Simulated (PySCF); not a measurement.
C₄H₇S (charge -1).
Cartesian coordinates in Å at the PBE0-D3(BJ)/def2-SVP level; atoms count from 1:
```
atom  x, y, z in Å
C1     0.7112   -0.6580    1.2135
C2    -0.4624   -0.5702    0.2776
C3    -0.2831   -0.1487   -1.1581
C4    -0.9498    0.8030   -0.1892
S5    -0.1744    2.3248    0.3157
H6     0.3815   -0.8869    2.2425
H7     1.1832    0.3441    1.2300
H8     1.4493   -1.4252    0.9154
H9    -1.2463   -1.3236    0.4418
H10    0.7227    0.1530   -1.4706
H11   -0.8702   -0.6645   -1.9311
H12   -2.0461    0.8358   -0.3023
```

Computed, not measured: delta-SCF UKS SCAN, pcX-2 on the ionised atom, pcseg-1 elsewhere, spin-free X2C (PySCF). Each binding energy is the total energy of the core-ionised species, with the hole localised on one atom, minus that of the ground state; both are solved self-consistently, so orbital relaxation is included.

Some binding energies are withheld.

| atom(s) | bonded to | level | binding energy (eV) |
| --- | --- | --- | --- |
| C1 | C and 3 H | C 1s | 285.99 |
| C2 | 3 C and H | C 1s | 285.70 |
| C3 | 2 C and 2 H | C 1s | ? |
| C4 | S, 2 C and H | C 1s | ? |
| S5 | C | S 1s | 2468.82 |

**Question.** What is the C 1s binding energy of C4?

**Answer.** 285.64 eV (sp3 carbon bound to sulfur). The nearest listed C 1s value is that of C2; the shift against it is -0.06 eV.

**Question.** What is the C 1s binding energy of C3?

**Answer.** 285.57 eV (three-membered-ring carbon). The nearest listed C 1s value is that of C2; the shift against it is -0.13 eV.

Lowest listed C 1s: C3, bonded to 2 C and 2 H. Highest, 0.42 eV above it: C1, bonded to C and 3 H. The widest gap between neighbouring values is 0.29 eV, between 285.70 and 285.99 eV. Summing the Pauling electronegativity differences to the bonded atoms, each weighted by its formal bond order, gives -0.70 for the lowest site and -1.05 for the highest; the largest sum, -0.32, belongs to C4, 0.35 eV below the top. The smallest sum, -1.05, belongs to C1, 0.42 eV above the lowest.

**Question.** Give the binding energy of C 1s of C4 in hartree and in kJ/mol.

**Answer.** 285.64 eV = 10.4971 Eh = 27560 kJ/mol.

Not every level is listed. The species carries charge -1, so core ionisation leaves a neutral species. The basis sets have no added diffuse functions. Geometry: PBE0-D3(BJ)/def2-SVP; no solvent, vibrations or thermal averaging. The geometry's basis has no diffuse functions, a weakness for an anion.
